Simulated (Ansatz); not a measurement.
C₂H₂OS (`OC1=CS1`). Total charge 0; spin multiplicity 1. The geometry is a stationary point of PBE0-D4/def2-TZVP. It is one conformer, not always the lowest.

```xyz
6

O    -0.222    0.139    1.518
C    -0.230   -0.124    0.231
C     0.261    0.004   -0.946
S    -1.263   -1.100   -0.823
H     0.518    0.727    1.719
H     0.937    0.355   -1.699
```

Question: What is the dipole moment at ωB97M-V/def2-TZVPP? (An estimate is asked.)

Answer: Ansatz gave: 3.43 D, with components (2.60, 2.09, 0.80) D in this frame, pointing from negative to positive charge.

Question: And with PBE, r2SCAN, B3LYP? (Estimate.)

Answer: Computed: PBE 3.42 D, r2SCAN 3.56 D, B3LYP 3.43 D.

Question: Give the Mulliken charges with ωB97M-V, r2SCAN, PBE in def2-TZVPP. (Estimate.)

Answer: Computed: 
```
atom  ωB97M-V  r2SCAN    PBE
  O1    -0.24   -0.27  -0.20
  C2     0.14    0.19   0.16
  C3    -0.18   -0.17  -0.19
  S4    -0.12   -0.17  -0.17
  H5     0.21    0.23   0.22
  H6     0.19    0.19   0.18
```

B3LYP here is the variant with VWN-RPA as its local correlation; programs differ in this.
